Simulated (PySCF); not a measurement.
## sulfur dioxide and hydrogen fluoride

Made of sulfur dioxide and hydrogen fluoride. The whole: neutral, singlet.

```json
{"part": "1", "name": "sulfur dioxide", "SMILES": "O=S=O", "atoms": "1–3", "charge": "0", "multiplicity": "1"}
{"part": "2", "name": "hydrogen fluoride", "SMILES": "F", "atoms": "4–5", "charge": "0", "multiplicity": "1"}
```

```xyz
5

O    -0.773    0.253    0.600
S     0.042   -0.362   -0.410
O     1.459   -0.214   -0.333
F    -0.553    2.108    2.664
H    -0.616    1.465    1.996
```
Atoms count from 1 in this order.

In these coordinates O1···H5 is 1.855 Å. Part 2 is then moved rigidly along that line, all else held; at short range other atoms may come into contact.

The starting structure comes from a short search with a few starts; no frequency run checks that it is a minimum, and another way of binding may lie lower.

These are computed values: CCSD(T)/aug-cc-pVDZ and MP2/aug-cc-pVTZ, aug-cc-pVQZ counterpoise interaction energy, frozen core, gas phase (PySCF). The geometry comes from PBE0-D3(BJ)/def2-TZVPD.

Counterpoise energies in kcal/mol, cluster less the parts frozen as they stand in it; small is aug-cc-pVDZ, large aug-cc-pVQZ. Estimated limit: HF in aug-cc-pVQZ, MP2 correlation extrapolated as X⁻³ from aug-cc-pVTZ and aug-cc-pVQZ, and CCSD(T) less MP2 in aug-cc-pVDZ; it isn't the exact limit.

| O1···H5 (Å) | HF large | MP2 large | SCS-MP2 large | CCSD(T) small | CCSD(T) limit est. |
| --- | --- | --- | --- | --- | --- |
| 1.669 | -2.70 | -3.37 | -2.87 | -2.82 | -3.67 |
| 1.762 | ? | ? | ? | ? | ? |
| 1.855 | -3.85 | -4.23 | -3.89 | -4.00 | -4.49 |
| 1.948 | ? | ? | ? | ? | ? |
| 2.041 | -3.91 | -4.08 | -3.85 | -4.03 | -4.30 |
| 2.319 | -3.32 | -3.30 | -3.17 | -3.38 | -3.46 |
| 2.782 | -2.23 | -2.07 | -2.03 | -2.18 | -2.17 |
| 3.710 | -1.05 | -0.88 | -0.88 | -0.94 | -0.93 |

(1) Fill in the withheld rows.

Answers

(1) 
| O1···H5 (Å) | HF large | MP2 large | SCS-MP2 large | CCSD(T) small | CCSD(T) limit est. |
| --- | --- | --- | --- | --- | --- |
| 1.762 | -3.48 | -3.99 | -3.57 | -3.62 | -4.27 |
| 1.948 | -3.96 | -4.23 | -3.95 | -4.10 | -4.46 |

The 8 runs took 30 min in all, one thread each of Arm Neoverse N1 on a shared host, launched as `OMP_NUM_THREADS=1 python cluster_run.py task.json out`.
